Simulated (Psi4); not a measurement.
Psi4 input (wB97X-D/6-311+G**):

```
memory 1500 MB

molecule {
1 2
Cl   -0.00000000   -0.00000000   -0.07362004
H     0.00000000    0.00000000    1.25154065
symmetry c1
no_reorient
no_com
}

set {
  basis 6-311+G**
  reference uks
  scf_type pk
  dft_radial_points 99
  dft_spherical_points 590
  e_convergence 1e-8
  d_convergence 1e-7
  maxiter 150
}

e = energy('wb97x-d')
print_out(f'\nFINAL {e:.10f} DIPOLE {variable("CURRENT DIPOLE")[0]:.6f} {variable("CURRENT DIPOLE")[1]:.6f} {variable("CURRENT DIPOLE")[2]:.6f}\n')
```

Problem. Predict the final energy.

Solution. -460.34553 Eh.
